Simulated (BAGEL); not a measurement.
# HF (hydrogen fluoride): CASPT2(8,5)/6-31G(d) (density fitting with qzvpp-jkfit, spherical functions)

What is the energy change on altering one bond length of HF (hydrogen fluoride) at CASPT2(8,5)/6-31G* (density fitting with qzvpp-jkfit, spherical functions)? 

The calculation is run with BAGEL 1.2.2.

20 further runs of the same task are left out: 20 set aside as unsound or not needed.

**1. The system as given**

HF has 2 atoms, charge 0, and is taken as a singlet. As SMILES, `F`. Geometry: relaxed at PBE0-D4/def2-TZVP.

Bond lengths: F1–H2 0.920 Å.

**2. The energy at CASPT2(8,5)/6-31G(d) (density fitting with qzvpp-jkfit, spherical functions)**

Input file calc.json:

```json
{ "bagel" : [

{
  "title" : "molecule",
  "basis" : "6-31gs.json",
  "df_basis" : "qzvpp-jkfit",
  "angstrom" : true,
  "geometry" : [
    { "atom" : "F", "xyz" : [   -0.390000,    0.144600,   -0.196400 ] },
    { "atom" : "H", "xyz" : [    0.390000,   -0.144600,    0.196400 ] }
  ]
},
{
  "title" : "hf"
},
{
  "title" : "casscf",
  "nstate" : 1,
  "nact" : 5,
  "nclosed" : 1,
  "maxiter" : 200,
  "natocc" : true
},
{
  "title" : "print",
  "file" : "orbitals.molden",
  "orbitals" : true
},
{
  "title" : "smith",
  "method" : "caspt2",
  "ms" : true,
  "xms" : true,
  "sssr" : true,
  "shift" : 0.0,
  "ncore" : 1
}

]}
```

The basis set 6-31G* is read from a file made from the Basis Set Exchange's data (not shown).

Command:

```sh
$ BAGEL_NUM_THREADS=1 BAGEL calc.json > calc.out
```

Log:

```text
* using 1 threads per process

  ===============================================================
  ===============================================================

  *** Geometry ***

  { "atom" : "F", "xyz" : [     -0.736993,      0.273254,     -0.371142 ] },
  { "atom" : "H", "xyz" : [      0.736993,     -0.273254,      0.371142 ] },

  Number of auxiliary basis functions:       95

  Since a DF basis is specified, we compute 2- and 3-index integrals:
    o Being stored without compression. Storage requirement is 0.000 GB

  Number of basis functions:       16
  Number of electrons      :       10

    * METHOD: MOLECULE                             0.01

  *** RHF ***

  === Nuclear Repulsion ===
     5.1769523111

      * DIIS with orbital gradients will be used.

  === RHF iteration (6-31gs.json) ===
      0        -99.91228595          0.06898121           0.00
      1        -99.97606647          0.03396700           0.00
      2       -100.00039598          0.00361901           0.00
      3       -100.00067912          0.00056575           0.00
      4       -100.00069102          0.00009554           0.00
      5       -100.00069149          0.00000948           0.00
      6       -100.00069149          0.00000108           0.00
      7       -100.00069149          0.00000006           0.00
      8       -100.00069149          0.00000001           0.00
      9       -100.00069149          0.00000000           0.00
    * SCF iteration converged.

    * Permanent dipole moment:
           (   -0.663672,     0.246069,    -0.334218) a.u.

    * METHOD: HF                                   0.02

  ---------------------------
      CASSCF calculation
  ---------------------------

    * nstate   :      1
    * nclosed  :      1
    * nact     :      5
    * nvirt    :     10
  === CASSCF iteration (6-31gs.json) ===

    * Using the second-order algorithm

      0  0      -100.00440431     3.66e-03      0.00

      1  0      -100.02456294     4.99e-03      0.00

      2  0      -100.02605360     1.21e-03      0.00

      3  0      -100.02607746     4.81e-04      0.00

      4  0      -100.02607924     1.82e-04      0.00

      5  0      -100.02607946     6.59e-05      0.00

      6  0      -100.02607948     2.34e-05      0.00

      7  0      -100.02607949     8.24e-06      0.00

      8  0      -100.02607949     2.91e-06      0.00

      9  0      -100.02607949     1.03e-06      0.00

     10  0      -100.02607949     3.64e-07      0.00

     11  0      -100.02607949     1.29e-07      0.00

     12  0      -100.02607949     4.58e-08      0.00

     13  0      -100.02607949     1.63e-08      0.00

     14  0      -100.02607949     5.80e-09      0.00

    * Second-order optimization converged. *

     guess   0:   closed 1111.                open .....

  === FCI iteration ===

      0  0      -100.00027725     5.00e-02      0.00
      1  0      -100.02550014     7.77e-03      0.00
      2  0      -100.02606029     1.21e-03      0.00
      3  0      -100.02607906     1.83e-04      0.00
      4  0      -100.02607949     1.38e-05      0.00
      5  0      -100.02607949     4.67e-07      0.00
      6  0 *    -100.02607949     5.89e-14      0.00

     * ci vector, state   0, <S^2> = -0.0000
       2222.     0.9944736219
       222.2    -0.1031062610

    * METHOD: CASSCF                               0.04

    * METHOD: PRINT                                0.00

  === SMITH program ===

    * freezing 1 orbital

    * Approximate memory requirement for SMITH calulation per MPI process:
      o Storage requirement for T-amplitude, lambda, and residual is 0.00 GB
      o Storage requirement for MO integrals is 0.00 GB
    * Calculating and saving rdm4f

    * Zeroth order energy : state  0       -7.3920452328

    * CASPT2 iteration is performed using redundant basis

      ---- iteration ----

        0    -0.15132132     0.02071810      0.00
        1    -0.15208104     0.00180850      0.00
        2    -0.15209240     0.00011068      0.00
        3    -0.15209245     0.00001911      0.00
        4    -0.15209245     0.00000258      0.00
        5    -0.15209245     0.00000039      0.00

      -------------------

    * CASPT2 energy : state  0     -100.1781719377
        reference weight              0.9689029625

    * METHOD: SMITH                                0.04

  ===============================================================
```

It took 0.28 s on 1 thread of Intel Xeon 6975P-C (Granite Rapids), shared host.

**3. The distorted shape, same level**

Input file caspt2.json:

```json
{ "bagel": [

{
  "title": "molecule",
  "basis": "6-31gs.json",
  "df_basis": "qzvpp-jkfit",
  "angstrom": true,
  "geometry": [
    { "atom": "F", "xyz": [   -0.507038,    0.187994,   -0.255339 ] },
    { "atom": "H", "xyz": [    0.390000,   -0.144600,    0.196400 ] }
  ]
},
{
  "title": "hf"
},
{
  "title": "casscf",
  "nstate": 1,
  "nact": 5,
  "nclosed": 1,
  "maxiter": 200,
  "natocc": true
},
{
  "title": "print",
  "file": "orbitals.molden",
  "orbitals": true
},
{
  "title": "smith",
  "method": "caspt2",
  "ms": true,
  "xms": true,
  "sssr": true,
  "shift": 0.0,
  "ncore": 1
}

]}
```

The basis set 6-31G* is read from a file made from the Basis Set Exchange's data (not shown).

Command:

```sh
$ BAGEL_NUM_THREADS=1 BAGEL caspt2.json > caspt2.out
```

Log:

```text
* using 1 threads per process

  ===============================================================
  ===============================================================

  *** Geometry ***

  { "atom" : "F", "xyz" : [     -0.958163,      0.355257,     -0.482521 ] },
  { "atom" : "H", "xyz" : [      0.736993,     -0.273254,      0.371142 ] },

  Number of auxiliary basis functions:       95

  Since a DF basis is specified, we compute 2- and 3-index integrals:
    o Being stored without compression. Storage requirement is 0.000 GB

  Number of basis functions:       16
  Number of electrons      :       10

    * METHOD: MOLECULE                             0.01

  *** RHF ***

  === Nuclear Repulsion ===
     4.5015073297

      * DIIS with orbital gradients will be used.

  === RHF iteration (6-31gs.json) ===
      0        -99.87779538          0.07252030           0.00
      1        -99.94847271          0.03912566           0.00
      2        -99.98138972          0.00448981           0.00
      3        -99.98194327          0.00072452           0.00
      4        -99.98196778          0.00012685           0.00
      5        -99.98196866          0.00001228           0.00
      6        -99.98196867          0.00000128           0.00
      7        -99.98196867          0.00000011           0.00
      8        -99.98196867          0.00000003           0.00
      9        -99.98196867          0.00000001           0.00
     10        -99.98196867          0.00000000           0.00
    * SCF iteration converged.

    * Permanent dipole moment:
           (   -0.742617,     0.275340,    -0.373974) a.u.

    * METHOD: HF                                   0.02

  ---------------------------
      CASSCF calculation
  ---------------------------

    * nstate   :      1
    * nclosed  :      1
    * nact     :      5
    * nvirt    :     10
  === CASSCF iteration (6-31gs.json) ===

    * Using the second-order algorithm

      0  0       -99.99053676     7.79e-03      0.00

      1  0      -100.01011010     5.60e-03      0.00

      2  0      -100.01428413     2.09e-03      0.00

      3  0      -100.01436707     8.84e-04      0.00

      4  0      -100.01437244     3.30e-04      0.00

      5  0      -100.01437303     1.18e-04      0.00

      6  0      -100.01437311     4.20e-05      0.00

      7  0      -100.01437312     1.48e-05      0.00

      8  0      -100.01437312     5.25e-06      0.00

      9  0      -100.01437312     1.86e-06      0.00

     10  0      -100.01437312     6.60e-07      0.00

     11  0      -100.01437312     2.34e-07      0.00

     12  0      -100.01437312     8.31e-08      0.00

     13  0      -100.01437312     2.95e-08      0.00

     14  0      -100.01437312     1.05e-08      0.00

     15  0      -100.01437312     3.76e-09      0.00

    * Second-order optimization converged. *

     guess   0:   closed 1111.                open .....

  === FCI iteration ===

      0  0       -99.98099568     4.96e-02      0.00
      1  0      -100.01349188     8.12e-03      0.00
      2  0      -100.01432972     1.68e-03      0.00
      3  0      -100.01437248     2.34e-04      0.00
      4  0      -100.01437311     1.96e-05      0.00
      5  0      -100.01437312     1.15e-06      0.00
      6  0 *    -100.01437312     7.87e-15      0.00

     * ci vector, state   0, <S^2> = 0.0000
       2222.     0.9905369733
       222.2    -0.1354206938

    * METHOD: CASSCF                               0.05

    * METHOD: PRINT                                0.00

  === SMITH program ===

    * freezing 1 orbital

    * Approximate memory requirement for SMITH calulation per MPI process:
      o Storage requirement for T-amplitude, lambda, and residual is 0.00 GB
      o Storage requirement for MO integrals is 0.00 GB
    * Calculating and saving rdm4f

    * Zeroth order energy : state  0       -7.0704065303

    * CASPT2 iteration is performed using redundant basis

      ---- iteration ----

        0    -0.15248550     0.01988885      0.00
        1    -0.15319689     0.00155508      0.00
        2    -0.15320604     0.00010522      0.00
        3    -0.15320608     0.00001900      0.00
        4    -0.15320609     0.00000229      0.00
        5    -0.15320609     0.00000029      0.00

      -------------------

    * CASPT2 energy : state  0     -100.1675792027
        reference weight              0.9679403889

    * METHOD: SMITH                                0.04

  ===============================================================
```

Wall time 0.28 s (1 thread of Intel Xeon 6975P-C (Granite Rapids), shared host).

**4. What came out**

At CASPT2(8,5)/6-31G* (density fitting with qzvpp-jkfit, spherical functions), 1 core orbital frozen:

```
                                                         quantity          value
                                        first shape: total energy  -100.17817 Eh
                                    distorted shape: total energy  -100.16758 Eh
energy change with the F1–H2 bond stretched from 0.920 to 1.058 Å       0.288 eV
```

What this shows: With the F1–H2 bond stretched from 0.920 to 1.058 Å the energy rises by 0.29 eV (27.8 kJ/mol). The first shape isn't relaxed at this level, so the change isn't measured from a minimum.
